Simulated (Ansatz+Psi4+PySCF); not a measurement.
Results of a calculation; reference values are marked as such.
## PySCF 2.14.0 run

```python
from pyscf import gto, scf, mp

mol = gto.M(atom="""
N 0.000000 0.000000 0.000000
C 0.000000 1.255000 0.000000
C 0.000000 -1.235000 0.000000
""", basis='cc-pvtz', charge=0, spin=1)
mf = scf.UHF(mol)
mf.kernel()
pt = mp.MP2(mf, frozen=3).run()
print(mf.e_tot, pt.e_corr, pt.e_tot)
```

The script is written out from the run's settings.

Results

```json
{
  "Converged": "yes",
  "Reference energy": "-130.06754 hartree",
  "Correlation energy": "-0.40233 hartree",
  "Total energy": "-130.46986 hartree",
  "Spin squared of the determinant": "0.872"
}
```

Messages of the program:
```
WARN: HOMO -0.0680049325336291 >= LUMO -0.0680049325336291
WARN: HOMO -0.0680049325336291 >= LUMO -0.0680049325336291
```

Caution: the unrestricted determinant is spin contaminated.
